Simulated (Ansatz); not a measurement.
# C4H12N2: the cost of one run

Program: Ansatz 0.2.0. Level of theory: RKS PBE-D4/6-31G*. These are calculated values, not measurements.

### Step 1. The system as given

Bond lengths (14 of 17 bonds, heavy atoms first): C1–C2 1.506 Å, C2–N3 1.462 Å, N3–C4 1.470 Å, N3–C5 1.417 Å, C5–N6 1.467 Å, C1–H7 1.049 Å, C1–H8 1.109 Å, C1–H9 1.165 Å, C2–H10 1.097 Å, C2–H11 1.091 Å, C4–H12 1.138 Å, C4–H13 1.085 Å, C4–H14 1.010 Å, C5–H15 1.077 Å. Angles (14 of 30 angles, heavy atoms first): C1–C2–N3 116.1°, C2–N3–C4 111.1°, C2–N3–C5 113.5°, C4–N3–C5 115.4°, N3–C5–N6 107.4°, C1–C2–H10 107.4°, C1–C2–H11 110.9°, N3–C2–H10 108.7°, N3–C2–H11 107.3°, C2–C1–H7 114.4°, C2–C1–H8 108.7°, C2–C1–H9 107.4°, N3–C4–H12 108.3°, N3–C4–H13 110.3°.

The coordinates stand in the first input below.

### Step 2. End point A

input.yaml

```yaml
crystal:
  periodic: [false, false, false]
  atoms:
    - { symbol: C, position_ang: [-0.3582, -0.8548, -1.8475] }
    - { symbol: C, position_ang: [0.7004, -0.034, -1.1597] }
    - { symbol: "N", position_ang: [0.522, 0.1725, 0.2764] }
    - { symbol: C, position_ang: [0.6783, -1.0886, 1.0162] }
    - { symbol: C, position_ang: [-0.6324, 0.9278, 0.5989] }
    - { symbol: "N", position_ang: [-0.4364, 1.4764, 1.9458] }
    - { symbol: H, position_ang: [-0.4652, -1.8283, -1.4708] }
    - { symbol: H, position_ang: [-0.1496, -0.8634, -2.9369] }
    - { symbol: H, position_ang: [-1.3731, -0.2985, -1.7124] }
    - { symbol: H, position_ang: [1.6627, -0.5332, -1.3264] }
    - { symbol: H, position_ang: [0.7897, 0.9504, -1.6204] }
    - { symbol: H, position_ang: [-0.2552, -1.7185, 0.8509] }
    - { symbol: H, position_ang: [0.6286, -0.9062, 2.0845] }
    - { symbol: H, position_ang: [1.4724, -1.6571, 0.7585] }
    - { symbol: H, position_ang: [-0.7448, 1.7698, -0.0631] }
    - { symbol: H, position_ang: [-1.5491, 0.3783, 0.5848] }
    - { symbol: H, position_ang: [0.5304, 1.8405, 1.9723] }
    - { symbol: H, position_ang: [-1.058, 2.2783, 2.1005] }
basis:
  gaussian: { orbitals: "6-31G*" }
hamiltonian:
  xc: pbe
  dispersion: d4
relax:
  f_tol: 0.015
  max_steps: 40
output:
  orbitals: {}
```

On the command line:

```bash
> ansatz run input.yaml --threads 2 --pin off --max-ram 3072MiB --backend cpu --events-out ev --progress --plain --runs-dir out
```

What time and memory should one allow on 2 threads of Arm Neoverse N1, shared host?

About 45 s, with a peak of 0.17 GiB.
